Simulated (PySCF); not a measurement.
# AlN, triplet in 6-31G: errors against full CI

Geometry: that of the AlN, singlet, kept fixed.

```xyz
2

Al    0.0000    0.0000    0.0000
N     0.0000    0.0000    1.6681
```

Basis 6-31G; PySCF 2.14.0. Only valence electrons are correlated (noble-gas cores frozen), which leaves 8 electrons in 16 orbitals. Prefix R: restricted or restricted open-shell reference; prefix U: unrestricted.

Full CI is exact within this basis and frozen core; it isn't the basis-set limit. The frozen core follows each run's orbitals, which can shift R against U totals by a few meV.

HF rows: RHF is the determinant under the cluster runs. The determinant for coupled cluster was chosen by a search with trial CCSD, here up to 0.05 eV above the lowest Hartree–Fock solution of its kind, and MP2 stands on that determinant too.

The UHF ⟨S²⟩ is 2.157. The ⟨S²⟩ of the determinant under UCCSD is 2.048 and the T1 diagnostic (ROHF- or RHF-based CCSD) is 0.0930. The largest doubles amplitude (ROHF- or RHF-based CCSD) is 0.115. The T1 diagnostic (UCCSD) is 0.0771.

```tsv
level	E − E(RHF) (eV)
RMP2	-2.4348
UMP2	-2.5141
RCCSD	-3.3423
UCCSD	-3.3433
RCCSD(T)	-3.4443
UCCSD(T)	-3.4404
```

Question: Estimate how far full CI in 6-31G lies from RCCSD(T). The table doesn't fix it; the size of (T) and the diagnostics are the guide.

Answer: Full CI in 6-31G lies 55 meV below RCCSD(T), which is 54 % of the (T) step (-102 meV). T1 is raised, and the rest is a large part of (T). The miss exceeds 1 kcal/mol.

The other levels:

```
 level  E − E(full CI) (meV)  share of correlation (%)  wall time
RCCSDT                    19                     99.46      4.6 s
UCCSDT                    18                     99.48        5 s
```

The correlation energy at full CI, counted from RHF, is -3.499 eV. Full CI, over all symmetries tried, took 44 s on 1 thread of Arm Neoverse V1, shared host; the state has 611,520 determinants.

Run but not shown, since their state, orbitals or frozen core can't be matched to the reference's or they repeat it: UHF.

Times are those of the correlated step on a shared host, with one SCF added for the restricted CCSD run; they ran on 1 thread of Arm Neoverse V1.

The full-CI state has the irrep B2 of C2v, in the program's axes (one component, if the state is degenerate).

Natural occupations of full CI about the gap: 1.980 1.913 1.887 1.027 0.981 0.093 0.050 0.028 0.013 0.010; effectively unpaired electrons, Σ n²(2−n)², 2.12.
